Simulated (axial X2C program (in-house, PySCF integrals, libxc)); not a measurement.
Worked dissociation energy of SiCl⁻: CCSD(T), with spin–orbit coupling

Calculated with an in-house relativistic program for diatomic molecules. Two-component (2c) means X2C with spin–orbit coupling and atomic mean-field two-electron Coulomb and Gaunt terms. Basis: Cl dyall-av3z [9s8p3d2f], Si dyall-av3z [9s8p3d2f] (cores contracted in-house); Gaussian nuclei, density fitting, unrestricted open shells. Masses: Cl 34.969 u, Si 27.977 u.

Molecular state: Ω = 1 (⟨Sz⟩ = 1.00, ⟨Lz⟩ = 0.00 at HF).

Correlated methods: 12 electrons correlated (number of frozen shells: Cl 2 s, 1 p; Si 2 s, 1 p), 198 virtual spin orbitals or spinors in MP2, 90 natural virtuals in coupled cluster.

* E(Cl-) (2M_J = 0): -461.149221 hartree
* E(Si) (2M_J = 2): -289.504143 hartree
* E(SiCl⁻) at Re: -750.725231 hartree
* ωe: 355.0 cm⁻¹
* ωexe: 2.32 cm⁻¹

Work out De and D0.

De = -461.149221 + (-289.504143) − (-750.725231) = 0.07187 hartree = 1.956 eV. The zero-point energy is ωe/2 − ωexe/4 = 177 cm⁻¹ = 0.022 eV, so D0 = 1.934 eV.

The state is a single determinant with fixed occupations, the lowest that a limited PBE0 search found. Dissociation energies refer to the lowest single-determinant-based atoms at the same level and basis. Coupled cluster ran in a truncated set of natural virtual spinors; the MP2 energy of the rest was added. (T) has no such correction and the atoms are truncated less, which lowers De at CCSD(T) by a hundredth of an eV or more. The 2c atoms are single determinants rather than J levels; their spin–orbit lowering is only partly caught, and De is too large by that part. This holds for CCSD(T). Other states lie close and PBE0, whose exact exchange favours high spin, may order them wrongly; the determinant shown need not be the ground state. The nearest other 2c determinant of the search, Ω = 0, lies 0.72 eV up at the distance of the search. With several unpaired electrons one determinant need not be a pure state. Open-shell Ω = 0 determinants with evenly filled partner blocks cannot be reached by this program, so the Ω shown need not be the lowest component. This is the Ω = 1 component of a π² triplet; the 0⁺ component is not one determinant and can lie lowest.

Each atomic determinant is the lowest at this level and need not be a pure J level. Totals compare only within one Hamiltonian and basis.
